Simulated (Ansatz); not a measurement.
## HAlSi, triplet: the ladder up to full CI

Geometry: a PBE0/def2-TZVP stationary point for this spin, not checked as a minimum.

```xyz
3

Si    0.0000    0.0000    2.0886
Al    0.0000    0.0000   -0.2449
H     0.0000    0.0000   -1.8437
```

Basis 6-31G; Ansatz 0.2.0. Correlated methods freeze the noble-gas cores, which leaves 8 electrons in 18 orbitals. R marks a restricted (for open shells ROHF) determinant, U an unrestricted one. Active spaces: pair = (4e, 4o) about the gap; valence = (8e, 9o) chosen from the atoms' valence shells.

Full CI is exact within this basis and frozen core; it isn't the basis-set limit. The frozen core follows each run's orbitals, which can shift R against U totals by a few meV.

For open shells CISD and CISDTQ are restricted-active-space CI with the open shells as a complete middle space.

The UHF ⟨S²⟩ is 2.007, the T1 diagnostic (RCCSD) is 0.0345 and the largest doubles amplitude (RCCSD) is 0.082. The T1 diagnostic (UCCSD) is 0.0327.

| level | E − E(full CI) (kJ/mol) | share of correlation (%) | wall time |
| --- | --- | --- | --- |
| RHF | 232.1 | 0.00 | – |
| UHF | 227.8 | 1.85 | – |
| RMP2 | 68.6 | 70.46 | – |
| UMP2 | 68.2 | 70.59 | – |
| CISD | 20.6 | 91.10 | 0.84 s |
| RCCSD | 10.6 | 95.43 | – |
| UCCSD | 10.5 | 95.46 | – |
| RCCSD(T) | 3.5 | 98.48 | 1.2 s |
| UCCSD(T) | 3.5 | 98.49 | 1.4 s |
| BCCD(T) | 4.0 | 98.29 | 0.9 s |
| RCCSDT | 0.7 | 99.71 | – |
| UCCSDT | 0.7 | 99.72 | – |
| CISDTQ | 0.6 | 99.75 | 4.6 s |
| RCCSDT(Q) | 0.1 | 99.94 | 3 s |
| UCCSDT(Q) | 0.1 | 99.97 | 3.2 s |
| RCCSDTQ | 0.0 | 99.98 | 21 s |
| UCCSDTQ | 0.0 | 99.98 | 22 s |
| CASSCF (pair space) | 190.4 | 17.94 | – |
| MRCISD (pair space) | 15.5 | 93.31 | – |
| MRCISD+Q (pair space) | 0.0 | 100.01 | 1.1 s |
| CASSCF (valence space) | 65.4 | 71.84 | – |
| NEVPT2 (valence space) | 20.2 | 91.28 | 3.3 s |
| MRCISD (valence space) | 1.9 | 99.19 | – |
| MRCISD+Q (valence space) | 0.4 | 99.84 | 5.5 s |

The correlation energy at full CI, counted from RHF, is -2.405 eV. That run took 19 s on 1 thread of Arm Neoverse V1, shared host over 2,340,352 determinants.

Times hold each run's SCF and search for its determinant on a shared host, so for small cases they say little of a method's own cost; they ran on 1 thread of Arm Neoverse V1.

The full-CI state has the irrep A2 of C2v, in the program's axes (one component, if the state is degenerate).

Natural occupations of full CI about the gap: 1.964 1.956 1.916 0.977 0.977 0.070 0.044 0.044 0.018 0.009; effectively unpaired electrons, Σ n²(2−n)², 2.07.
